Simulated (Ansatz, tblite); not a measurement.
# The cluster SnPt₂+: spin-state energies by level

Is the doublet the ground state of the cluster SnPt₂+? Other spin states are computed and compared level by level.

Program: Ansatz 0.2.0, Gaussian basis. Level of theory: as each input shows. These are calculated values, not measurements.

The runs, in order: quartet, relaxed (GFN1-xTB, GFN2-xTB, PBE0-D4/def2-TZVP, PBE-D4/def2-TZVP, r2SCAN-D4/def2-TZVP, LDA/def2-TZVP, B97M-V/def2-TZVP, r2SCANh-D4/def2-TZVP, HSE06-D4/def2-TZVP, B2PLYP/def2-TZVP, CCSD(T)/def2-TZVP, RPA/def2-TZVP); the doublet's energies come from earlier runs.

## Step 1: The relaxed structure

The doublet was relaxed beforehand with r2SCAN-D4/def2-TZVP. At that level it is the lowest of the isomers that a small search found.

3 atoms, charge 1, spin multiplicity 2.

Atoms are counted from 1 here; the program's logs count them from 0.

Bond lengths: Pt1–Pt2 2.392 Å, Pt1–Sn3 2.570 Å, Pt2–Sn3 2.570 Å. Angles: Pt2–Pt1–Sn3 62.3°, Pt1–Pt2–Sn3 62.3°, Pt1–Sn3–Pt2 55.5°.

Pt, Sn take a core potential in the def2 sets. No spin-orbit coupling is included. The ion is computed in the gas phase, without counter-ions or solvent.

## Step 2: Relaxing the quartet

in.yaml reads:

```yaml
crystal:
  periodic: [false, false, false]
  atoms:
    - {symbol: Pt, position_ang: [0.621338, -1.056640, 0.708620]}
    - {symbol: Pt, position_ang: [0.052390, 1.265017, 0.633779]}
    - {symbol: Sn, position_ang: [-0.673718, -0.208377, -1.342399]}
basis:
  gaussian: {orbitals: def2-TZVP}
total_charge: 1
magnetization: {spin_polarized: true, initial_magnetization: 3}
hamiltonian: {xc: r2scan, dispersion: d4}
scf: {lower_state_search: "off"}
output: {orbitals: {seedname: orbitals}}
relax: {f_tol: 0.02, max_steps: 100}
```

Command:

```bash
> ansatz run in.yaml --threads 4 --pin off --events-out ev --progress --plain --max-ram 3916MiB
```

Log, cut to the lines that bear on the results:

```text
Functional definition: r2SCAN
  name "r2SCAN"
  cite "Furness, Kaplan, Ning, Perdew & Sun, J. Phys. Chem. Lett. 11, 8208 (2020) doi:10.1021/acs.jpclett.0c02405"
  cite "Furness, Kaplan, Ning, Perdew & Sun, J. Phys. Chem. Lett. 11, 9248 (2020) doi:10.1021/acs.jpclett.0c03077"
  parent r2scan
[...]
1180 factors; their error is unknown
[...]
mean field -12325.06429983 eV, -452.9377587900 hartree, gradient 4.2e-6 eV, S^2 3.782893; 0 other end points of the search recorded, 0 dependent functions left out
[...]
reference -12325.06431896 eV, -452.9377594930 hartree; 30, 27 occupied and 100, 103 virtual orbitals, 1180 factors
relax step   1: F+E_penalty+E_count = -12325.08721746 eV  Δ(F+E_penalty+E_count) = +0.000e0 eV  max|allowed force component| = 7.348e-1 eV/Å  Δτ_max = 0.0000 Å  (30 SCF iters, accepted)
[...]
relax step   3: F+E_penalty+E_count = -12325.11091722 eV  Δ(F+E_penalty+E_count) = -2.305e-2 eV  max|allowed force component| = 2.241e-2 eV/Å  Δτ_max = 0.0386 Å  (32 SCF iters, accepted)
[...]
relax step   4: F+E_penalty+E_count = -12325.11094379 eV  Δ(F+E_penalty+E_count) = -2.657e-5 eV  max|allowed force component| = 2.860e-3 eV/Å  Δτ_max = 0.0016 Å  (32 SCF iters, accepted)
Total energy: -12325.11096310 eV, -452.9394736336 hartree
Atom 0 at     0.630342    -1.056047     0.725632 Å, force     0.000679     0.000379     0.001425 eV/Å
Atom 1 at     0.060396     1.269685     0.650659 Å, force     0.000756     0.000065     0.001435 eV/Å
Atom 2 at    -0.690728    -0.213638    -1.376291 Å, force    -0.001435    -0.000444    -0.002860 eV/Å
Dipole moment:    -0.263323    -0.081444    -0.524675 e Å
Checks for a lower state left out: stability, starts, cluster_reference, orbital_swaps, neighbouring_geometries, increment
```

It took 20 s on 4 threads of Arm Neoverse V2, shared host.

The steps of the relaxation:

```
step  energy from step 1 (eV)  largest force component (eV/Å)
   1                   0.0000                          0.7348
   2                  -0.0006                          0.6244
   3                  -0.0237                          0.0224
   4                  -0.0237                          0.0029
```

Distances of close pairs at the start and the end, largest changes first:

```
   bond  before (Å)  after (Å)  change (Å)
Pt2–Sn3       2.570      2.622      +0.052
Pt1–Sn3       2.570      2.622      +0.052
Pt1–Pt2       2.392      2.396      +0.004
```

## Step 3: Quartet, first pass, PBE0-D4/def2-SVP

start.molden holds the orbitals of an earlier run on this state, given as this run's starting guess.

in.yaml reads:

```yaml
crystal:
  periodic: [false, false, false]
  atoms:
    - {symbol: Pt, position_ang: [0.630342, -1.056047, 0.725632]}
    - {symbol: Pt, position_ang: [0.060396, 1.269685, 0.650659]}
    - {symbol: Sn, position_ang: [-0.690728, -0.213638, -1.376291]}
basis:
  gaussian: {orbitals: def2-SVP, initial_orbitals: start.molden}
total_charge: 1
magnetization: {spin_polarized: true, initial_magnetization: 3}
hamiltonian: {xc: pbe0, dispersion: d4}
output: {orbitals: {seedname: orbitals}}
```

The command is unchanged.

Log, cut to the lines that bear on the results:

```text
Functional definition: PBE0
  name "PBE0"
  cite "Adamo & Barone, J. Chem. Phys. 110, 6158 (1999) doi:10.1063/1.478522"
  cite "Perdew, Burke & Ernzerhof, Phys. Rev. Lett. 77, 3865 (1996) doi:10.1103/PhysRevLett.77.3865"
  parent pbe
[...]
994 factors; integrals over basis functions are off by at most 5.1e-4 eV
[...]
mean field -12318.52709821 eV, -452.6975210615 hartree, gradient 2.8e-6 eV, S^2 3.780991; 8 other end points of the search recorded, 0 dependent functions left out
reference -12318.52712712 eV, -452.6975221242 hartree; 30, 27 occupied and 60, 63 virtual orbitals, 994 factors
Total energy: -12318.64692427 eV, -452.7019245880 hartree
```

Run time: 18 s. Hardware: 4 threads of Arm Neoverse V2, shared host.

HOMO -10.87 eV, LUMO -9.94 eV (over both spins); ⟨S²⟩ 3.781 (pure: 3.75).

## Step 4: Quartet, GFN1-xTB

Tight binding, by tblite at 300 K electronic temperature and without a spin-polarisation term:

```python
tblite.interface.Calculator('GFN1-xTB', numbers, positions, charge=1, uhf=3).singlepoint()
```

Energy -292.6376 eV; 0.002 s.

## Step 5: Quartet, GFN2-xTB

Tight binding, by tblite at 300 K electronic temperature and without a spin-polarisation term:

```python
tblite.interface.Calculator('GFN2-xTB', numbers, positions, charge=1, uhf=3).singlepoint()
```

Energy -292.3451 eV; 0.003 s.

## Step 6: Quartet, PBE0-D4/def2-TZVP

Changes to in.yaml since step 3:

```diff
@@ -7,3 +7,3 @@
 basis:
-  gaussian: {orbitals: def2-SVP, initial_orbitals: start.molden}
+  gaussian: {orbitals: def2-TZVP, initial_orbitals: start.molden}
 total_charge: 1
@@ -11,2 +11,3 @@
 hamiltonian: {xc: pbe0, dispersion: d4}
+scf: {omitted_lower_state_checks: [starts]}
 output: {orbitals: {seedname: orbitals}}
```

Launched as before.

Log:

```text
Functional definition: PBE0
  name "PBE0"
  cite "Adamo & Barone, J. Chem. Phys. 110, 6158 (1999) doi:10.1063/1.478522"
  cite "Perdew, Burke & Ernzerhof, Phys. Rev. Lett. 77, 3865 (1996) doi:10.1103/PhysRevLett.77.3865"
  parent pbe
  parameter a = 0.25
  parameter kappa = 0.804
  parameter beta = 0.06672455060314922
  exchange = (1 - a)*pbe_x(kappa = kappa, mu = beta*pi^2/3) + a*exact_x
  correlation = pbe_c(beta = beta)
these checks for a lower state are left out or cut short: starts
1289 factors; their error is unknown
mean field evaluation 1: about -12318.7082 eV, gradient 2.2e1 eV
mean field evaluation 2: about -12319.1708 eV, gradient 6.7e-1 eV
mean field evaluation 4: about -12319.3181 eV, gradient 1.4e-1 eV
mean field evaluation 8: about -12319.3181 eV, gradient 3.4e-5 eV
mean field -12319.31812401 eV, -452.7265907235 hartree, gradient 4.7e-6 eV, S^2 3.787928; 0 other end points of the search recorded, 0 dependent functions left out
reference -12319.31815641 eV, -452.7265919142 hartree; 30, 27 occupied and 100, 103 virtual orbitals, 1289 factors
Total energy: -12319.43795355 eV, -452.7309943781 hartree
Checks for a lower state left out: starts
```

Run time: 11 s. Hardware: 4 threads of Arm Neoverse V2, shared host; peak memory 0.65 GiB.

HOMO -10.87 eV, LUMO -9.84 eV (over both spins); ⟨S²⟩ 3.788 (pure: 3.75).

## Step 7: Quartet, PBE-D4/def2-TZVP

Changes to in.yaml since step 6:

```diff
@@ -10,3 +10,3 @@
 magnetization: {spin_polarized: true, initial_magnetization: 3}
-hamiltonian: {xc: pbe0, dispersion: d4}
+hamiltonian: {xc: pbe, dispersion: d4}
 scf: {omitted_lower_state_checks: [starts]}
```

Launched as before.

Log:

```text
Functional definition: PBE
  name "PBE"
  cite "Perdew, Burke & Ernzerhof, Phys. Rev. Lett. 77, 3865 (1996) doi:10.1103/PhysRevLett.77.3865"
  parent pbe
  parameter kappa = 0.804
  parameter beta = 0.06672455060314922
  exchange = pbe_x(kappa = kappa, mu = beta*pi^2/3)
  correlation = pbe_c(beta = beta)
these checks for a lower state are left out or cut short: starts
1180 factors; their error is unknown
mean field evaluation 1: about -12322.6103 eV, gradient 5.4e0 eV
mean field evaluation 2: about -12322.7650 eV, gradient 2.3e-1 eV
mean field evaluation 4: about -12322.7433 eV, gradient 9.9e-2 eV
mean field evaluation 8: about -12322.7433 eV, gradient 1.8e-5 eV
mean field evaluation 16: about -12322.7433 eV, gradient 6.0e-6 eV
mean field -12322.74334840 eV, -452.8524653981 hartree, gradient 6.0e-6 eV, S^2 3.761580; 0 other end points of the search recorded, 0 dependent functions left out
reference -12322.74339102 eV, -452.8524669646 hartree; 30, 27 occupied and 100, 103 virtual orbitals, 1180 factors
Total energy: -12322.88477302 eV, -452.8576626571 hartree
Checks for a lower state left out: starts
```

It took 3.4 s on 4 threads of Arm Neoverse V2, shared host.

Report: HOMO -10.14 eV, LUMO -11.09 eV (over both spins; with the spin held, an empty level of the minority spin lies below the top filled one); ⟨S²⟩ 3.762 (pure: 3.75).

## Step 8: Quartet, r2SCAN-D4/def2-TZVP

Changes to in.yaml since step 7:

```diff
@@ -10,3 +10,3 @@
 magnetization: {spin_polarized: true, initial_magnetization: 3}
-hamiltonian: {xc: pbe, dispersion: d4}
+hamiltonian: {xc: r2scan, dispersion: d4}
 scf: {omitted_lower_state_checks: [starts]}
```

The command is unchanged.

Log:

```text
Functional definition: r2SCAN
  name "r2SCAN"
  cite "Furness, Kaplan, Ning, Perdew & Sun, J. Phys. Chem. Lett. 11, 8208 (2020) doi:10.1021/acs.jpclett.0c02405"
  cite "Furness, Kaplan, Ning, Perdew & Sun, J. Phys. Chem. Lett. 11, 9248 (2020) doi:10.1021/acs.jpclett.0c03077"
  parent r2scan
  parameter k0 = 0.174
  parameter k1 = 0.065
  parameter a1 = 4.9479
  exchange = r2scan_x(k0 = k0, k1 = k1, a1 = a1)
  correlation = r2scan_c
these checks for a lower state are left out or cut short: starts
1180 factors; their error is unknown
mean field evaluation 1: about -12325.0258 eV, gradient 3.9e0 eV
mean field evaluation 2: about -12325.1035 eV, gradient 1.4e-1 eV
mean field evaluation 4: about -12325.0880 eV, gradient 5.1e-3 eV
mean field evaluation 8: about -12325.0880 eV, gradient 6.2e-5 eV
mean field -12325.08803343 eV, -452.9386309839 hartree, gradient 9.2e-6 eV, S^2 3.783471; 0 other end points of the search recorded, 0 dependent functions left out
reference -12325.08805274 eV, -452.9386316935 hartree; 30, 27 occupied and 100, 103 virtual orbitals, 1180 factors
Total energy: -12325.11096310 eV, -452.9394736336 hartree
Checks for a lower state left out: starts
```

Run time: 7.5 s. Hardware: 4 threads of Arm Neoverse V2, shared host.

From the report: HOMO -10.46 eV, LUMO -10.81 eV (over both spins; with the spin held, an empty level of the minority spin lies below the top filled one); ⟨S²⟩ 3.783 (pure: 3.75).

## Step 9: Quartet, LDA/def2-TZVP

Changes to in.yaml since step 8:

```diff
@@ -10,3 +10,3 @@
 magnetization: {spin_polarized: true, initial_magnetization: 3}
-hamiltonian: {xc: r2scan, dispersion: d4}
+hamiltonian: {xc: lda}
 scf: {omitted_lower_state_checks: [starts]}
```

Launched as before.

Log:

```text
Functional definition: SPW92
  name "SPW92"
  cite "Dirac, Proc. Camb. Phil. Soc. 26, 376 (1930) doi:10.1017/S0305004100016108"
  cite "Slater, Phys. Rev. 81, 385 (1951) doi:10.1103/PhysRev.81.385"
  cite "Perdew & Wang, Phys. Rev. B 45, 13244 (1992) doi:10.1103/PhysRevB.45.13244"
  exchange = slater_x
  correlation = pw_c
these checks for a lower state are left out or cut short: starts
1180 factors; their error is unknown
mean field evaluation 1: about -12301.6331 eV, gradient 7.7e0 eV
mean field evaluation 2: about -12301.9607 eV, gradient 3.5e-1 eV
mean field evaluation 4: about -12301.9479 eV, gradient 1.8e-1 eV
mean field evaluation 8: about -12301.9480 eV, gradient 2.4e-5 eV
mean field evaluation 16: about -12301.9480 eV, gradient 7.8e-6 eV
mean field -12301.94803986 eV, -452.0882519052 hartree, gradient 7.8e-6 eV, S^2 3.757415; 0 other end points of the search recorded, 0 dependent functions left out
reference -12301.94807772 eV, -452.0882532963 hartree; 30, 27 occupied and 100, 103 virtual orbitals, 1180 factors
Total energy: -12301.94807772 eV, -452.0882532963 hartree
Checks for a lower state left out: starts
```

Run time: 1.7 s. Hardware: 4 threads of Arm Neoverse V2, shared host.

Report: HOMO -10.37 eV, LUMO -11.47 eV (over both spins; with the spin held, an empty level of the minority spin lies below the top filled one); ⟨S²⟩ 3.757 (pure: 3.75).

(Part 1 of 2 ends here.)
